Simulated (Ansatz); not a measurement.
Basis-set extrapolation for `CC1C=CCC1` (PBE0-D4/def2-TZVP geometry, frozen core, Ansatz). Multiplicity 1, RHF reference.

```
                      def2-TZVPP   def2-QZVPP
                 HF  -233.097709  -233.108196
    MP2 correlation    -1.008075    -1.070526
CCSD(T) correlation    -1.106616      not run
```

Energies in hartree. Use E(X) = E(∞) + A·exp(−7.88·√X) for Hartree–Fock and E(X) = E(∞) + B·X^(−2.97) for correlation, with X = 3 and 4, and add CCSD(T) minus MP2 of the smaller set to the MP2 limit.

Task: What is the CCSD(T) energy at the basis-set limit?

Result: HF limit: -233.108196 + (-0.010487) × 0.13774 = -233.10964. MP2 limit: -1.070526 + (-0.062451) × 0.74074 = -1.11679. Higher-order term: -1.106616 − (-1.008075) = -0.09854. Total: -234.32497 hartree, 3.28 eV below CCSD(T)/def2-TZVPP.
